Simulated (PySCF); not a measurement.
PO2, optimised at PBE0/def2-TZVP:

```xyz
3

O      0.7087     0.3258    -1.3313
P     -0.0599    -0.1126    -0.1633
O     -0.9229    -1.2596     0.1313
```

Computed with PySCF (xtb for GFN2) and rigid-rotor harmonic-oscillator thermochemistry at 1 bar. 6-31G* has spherical d functions here. Open shells (unrestricted): PO2 (multiplicity 2). GFN2 has no spin-polarisation term. B3LYP is the form with VWN-RPA correlation.

Question: List the harmonic frequencies (cm⁻¹, unscaled) at this level and at the other levels, each on its own geometry.

Answer: 
- PBE0/def2-TZVP: 397, 1106, 1375
- B3LYP/6-31G*: 388, 1055, 1283
- GFN2-xTB: 442, 1140, 1268
- HF/6-31G*: 456, 1206, 1450
- PBE/def2-SVP: 362, 1010, 1252
